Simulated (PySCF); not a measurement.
Compound: C4H9FN (doublet state).
Z-matrix (Å and degrees, GFN2-xTB geometry), rows numbered from 1:
```
C 
N   1  1.3894
C   2  1.4403  1  118.50
C   3  1.5371  2  113.33  1    71.82
C   4  1.5202  3  111.42  2  -178.25
F   5  1.3746  4  110.31  3  -177.59
H   1  1.0739  2  116.14  3    40.26
H   1  1.0727  2  116.19  3  -172.97
H   2  1.0123  1  113.18  3   136.49
H   3  1.0934  2  107.63  1   -49.22
H   3  1.0948  2  108.30  1  -166.26
H   4  1.0920  3  109.01  2   -57.15
H   4  1.0925  3  109.75  2    60.99
H   5  1.0949  4  111.70  3    63.97
H   5  1.0956  4  111.51  3   -59.40
```

The hyperfine couplings belong to this conformer and change with its torsions.

Identity: `[CH2]NCCCF` [radical].

Level of theory: UKS B3LYP, pcH-1 on C F H N, non-relativistic, mean-field spin-orbit, GIAO (PySCF 2.14.0). Isolated species at its GFN2-xTB geometry (one conformer only). Couplings are sensitive to structure, and on GFN2-xTB geometries they can be far from those on DFT ones. Stability of the SCF solution: not tested.

**Question.** Where do the isotropic ENDOR lines of N2, F6, H8, H10/H11, H9, H12/H13 and H14/H15 fall at 333.7 mT, to first order?

**Answer.** For S = 1/2 in fast tumbling each set of equivalent nuclei gives two lines, ν± = |νn ± a/2| to first order, with νn = g_N μN B/h and μN/h = 7.62259 MHz/T.

```tsv
nuclei	isotope	g_N	νn (MHz)	a_iso (MHz)	lower line (MHz)	upper line (MHz)
N2	14N	0.4038	1.03	17.73	7.84	9.89
F6	19F	5.2577	13.37	11.71	7.52	19.23
H8	1H	5.5857	14.21	-32.01	1.80	30.21
H10/H11	1H	5.5857	14.21	5.30	11.56	16.86
H9	1H	5.5857	14.21	0.95	13.73	14.68
H12/H13	1H	5.5857	14.21	-0.77	13.82	14.59
H14/H15	1H	5.5857	14.21	0.51	13.95	14.46
```

**Question.** Which pairs are centred on the nuclear Larmor frequency, and which on half the coupling?

**Answer.** Centred on νn, since |a| < 2νn: F6, H10/H11, H9, H12/H13 and H14/H15. Centred on |a|/2 and split by 2νn: N2 and H8.

Couplings of abundant isotopes left out: H7 (-28.3 MHz).

Class means assume fast exchange of nuclei equivalent by connectivity; if that motion is slow, each nucleus keeps its own coupling. H7 and H8 aren't averaged: C1 is flat or nearly so (angle sum 351°), and its turn about the short C1–N2 bond (1.39 Å) is taken as slow.

The Mulliken spin populations are largest on C1 (+0.85) and N2 (+0.19). The angles at C1 add up to 351.0°, so it is slightly pyramidal.
